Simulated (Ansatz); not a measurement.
This geometry of C$_{2}$H$_{5}$FOS (10 atoms, charge 0, multiplicity 1) is a first-order saddle point.

These are results of RHF/def2-SVP in Ansatz 0.2.0, not measurements.

```xyz
10
Properties=species:S:1:pos:R:3
C -1.144 0.017 0.218
C 0.302 -0.066 -0.258
O 0.443 0.649 -1.402
F 0.606 -1.366 -0.512
S 1.554 0.545 0.948
H -1.571 -0.983 0.228
H -1.223 0.447 1.212
H -1.709 0.634 -0.477
H 1.331 0.573 -1.725
H 1.493 -0.503 1.772
```

(1) Which two structures does it join? (They come from a converged band through this point; their orientation in space is the band's.)

(2) How far does it lie above each of them?

Results:

(1) No bond is made or broken. The dihedral H7–C1–C2–S5 goes from -60 to 61°. The two ends are copies of one structure, up to a mirror image or an exchange of like atoms.

Image 0:

```xyz
10
Properties=species:S:1:pos:R:3
C -1.138 -0.005 0.207
C 0.298 -0.098 -0.242
O 0.406 0.395 -1.500
F 0.666 -1.405 -0.238
S 1.479 0.804 0.842
H -1.753 -0.575 -0.488
H -1.247 -0.417 1.208
H -1.460 1.034 0.207
H 1.303 0.331 -1.800
H 1.530 -0.114 1.808
```

Image 10:

```xyz
10
Properties=species:S:1:pos:R:3
C -1.138 0.014 0.209
C 0.294 -0.056 -0.259
O 0.438 0.706 -1.370
F 0.586 -1.348 -0.557
S 1.518 0.504 0.996
H -1.278 -0.608 1.091
H -1.400 1.042 0.446
H -1.780 -0.349 -0.594
H 1.332 0.660 -1.682
H 1.511 -0.615 1.722
```

(2) 0.195 eV above the first and 0.195 eV above the second. This is the barrier of this one path; another mechanism may lie lower.

Run time: 7.7 min on 1 thread of Intel(R) Xeon(R) Processor @ 2.50GHz (Skylake/Cascade Lake), on a shared host, peak memory 0.2 GiB.
